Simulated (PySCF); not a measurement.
Orbital picture of F₂⁺

PBEsol at R = 1.274 Å; F def2-TZVPPD; no relativity (PySCF 2.14). State: ²Πg (doublet), unpaired electrons π ↑. Only the outer orbitals are listed.

```
spin  orbital  occ.  ε (eV)  main shells (%)
   α       σg     1  -49.79       88 s, 12 p
   α       σu     1  -39.96             97 s
   α       σg     1  -29.11       86 p, 13 s
   α       πu     1  -27.77             99 p
   α       πu     1  -26.46             99 p
   α       πg     1  -23.10            101 p
   α       πg     1  -21.66            101 p
   α       σu     0  -16.22             99 p
   α       σg     0   -5.36            100 s
   α       πu     0   -3.64            100 p
   β       σg     1  -49.01       87 s, 12 p
   β       σu     1  -38.93             98 s
   β       σg     1  -28.54       86 p, 14 s
   β       πu     1  -26.04             99 p
   β       πu     1  -25.96             98 p
   β       πg     1  -21.16            101 p
   β       πg     0  -20.98            101 p
   β       σu     0  -15.58             99 p
   β       σg     0   -5.24            100 s
```

Q: Which are the highest filled and the lowest empty level, where do they sit, and how wide is the gap?

A: Highest filled β πg at -21.16 eV (in %: 101 p); lowest empty β πg at -20.98 eV (in %: 101 p); the gap at PBEsol is 0.18 eV. Both belong to one degenerate shell, split only by its one-sided filling, so this is no excitation gap.

```
bond order (Mayer) : 1.37
⟨S²⟩               : 0.751
```

Shares are Mulliken populations and can fall outside 0 to 100 %.

The state was picked by a PBE0 search and need not be the measured ground state.
